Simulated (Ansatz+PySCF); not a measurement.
The numbers below are computed, except where a source is named.
**Several solutions for singlet LiH**

```xyz
2

Li    0.0000    0.0000   -0.5992
H     0.0000    0.0000    1.7976
```

Basis set: cc-pVDZ (spherical functions). Charge 0, multiplicity 1.

UHF was run from several starts with Ansatz (development build ahead of 0.2.0) and PySCF 2.14.0.

```json
{"run": "A", "program": "Ansatz", "start": "atomic start, no search", "converged": "yes", "energy (hartree)": "-7.94933", "<S²>": "0.00"}
{"run": "B", "program": "Ansatz", "start": "stability test followed", "converged": "yes", "energy (hartree)": "-7.95087", "<S²>": "0.33"}
{"run": "C", "program": "PySCF", "start": "guess huckel, instabilities followed", "converged": "yes", "energy (hartree)": "-7.94933", "<S²>": "0.00"}
{"run": "D", "program": "PySCF", "start": "guess 1e, instabilities followed", "converged": "yes", "energy (hartree)": "-7.95087", "<S²>": "0.33"}
{"run": "E", "program": "Ansatz", "start": "search for the lowest state", "converged": "yes", "energy (hartree)": "-7.95087", "<S²>": "0.33"}
{"run": "F", "program": "PySCF", "start": "program defaults", "converged": "yes", "energy (hartree)": "-7.94933", "<S²>": "0.00"}
{"run": "G", "program": "PySCF", "start": "guess minao, instabilities followed", "converged": "yes", "energy (hartree)": "-7.95087", "<S²>": "0.33"}
{"run": "H", "program": "PySCF", "start": "guess atom, instabilities followed", "converged": "yes", "energy (hartree)": "-7.95087", "<S²>": "0.33"}
```

**Question.** Which runs reached the lowest solution of this kind, and what is wrong with the others?

**Answer.** B, D, E, G, H reached the lowest solution found. Converged but too high: A by 0.04 eV, C by 0.04 eV, F by 0.04 eV. Convergence only shows a stationary point, and even a stable one can lie too high; stability tests and further starts are what find lower ones. Caution: the unrestricted determinant is spin contaminated.
